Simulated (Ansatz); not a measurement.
**[CH₃···H···CH₂], triplet in cc-pVDZ: errors against UCCSDT(Q)**

Geometry: a point of a hydrogen-transfer path between rigid fragments, not a stationary point.

| atom | x (Å) | y (Å) | z (Å) |
| --- | --- | --- | --- |
| C | -1.3183 | 0.0000 | 0.0000 |
| H | -1.6815 | 1.0273 | 0.0000 |
| H | -1.6815 | -0.5137 | 0.8897 |
| H | -1.6815 | -0.5137 | -0.8897 |
| H | 0.0157 | 0.0000 | 0.0000 |
| C | 1.4307 | 0.0000 | 0.0000 |
| H | 1.8451 | 0.0000 | 0.9962 |
| H | 1.8451 | 0.0000 | -0.9962 |

Basis cc-pVDZ; Ansatz 0.2.0. Only valence electrons are correlated (noble-gas cores frozen), which leaves 14 electrons in 56 orbitals. R marks a restricted (for open shells ROHF) determinant, U an unrestricted one. Active spaces: pair = (4e, 4o) about the gap; frontier = (10e, 10o) about the gap.

Full CI isn't at hand for all of this; UCCSDT(Q) serves as the reference, and is uncertain by about the last step of the cluster series. The frozen core follows each run's orbitals, which can shift R against U totals by a few meV.

For open shells CISD is restricted-active-space CI with the open shells as a complete middle space.

The UHF ⟨S²⟩ is 2.052 and the T1 diagnostic (RCCSD) is 0.0227. The largest doubles amplitude (RCCSD) is 0.059. The T1 diagnostic (UCCSD) is 0.0126.

```
                    level  E − E(UCCSDT(Q)) (kJ/mol)  share of correlation (%)     wall time
                      RHF                      883.7                      0.00             –
                      UHF                      843.9                      4.51             –
                     RMP2                      134.3                     84.80             –
                     UMP2                      140.7                     84.08             –
                     CISD                      100.5                     88.63           6 s
                    RCCSD                       23.6                     97.33             –
                    UCCSD                       22.5                     97.45             –
                 RCCSD(T)                        3.4                     99.61         2.2 s
                 UCCSD(T)                        3.5                     99.60           2 s
                  BCCD(T)                        3.5                     99.60         2.5 s
                   RCCSDT                        1.1                     99.88             –
                   UCCSDT                        0.9                     99.89             –
                RCCSDT(Q)                        0.1                     99.99    7 s (H100)
      CASSCF (pair space)                      811.3                      8.20             –
      NEVPT2 (pair space)                      134.7                     84.76        0.64 s
      MRCISD (pair space)                       86.7                     90.19             –
    MRCISD+Q (pair space)                       10.8                     98.78  2.2 s (H100)
  CASSCF (frontier space)                      637.8                     27.83             –
  NEVPT2 (frontier space)                      132.0                     85.06    6 s (H100)
  MRCISD (frontier space)                       54.6                     93.83             –
MRCISD+Q (frontier space)                        4.9                     99.45  8.5 s (H100)
```

The correlation energy at UCCSDT(Q), counted from RHF, is -9.159 eV. That run took 6.5 s on 2 threads of AMD EPYC 7R13 with a shared H100 80 GB, shared host.

Times hold each run's SCF and search for its determinant on a shared host, so for small cases they say little of a method's own cost; rows without a card ran on 1 thread of AMD EPYC 7R13.
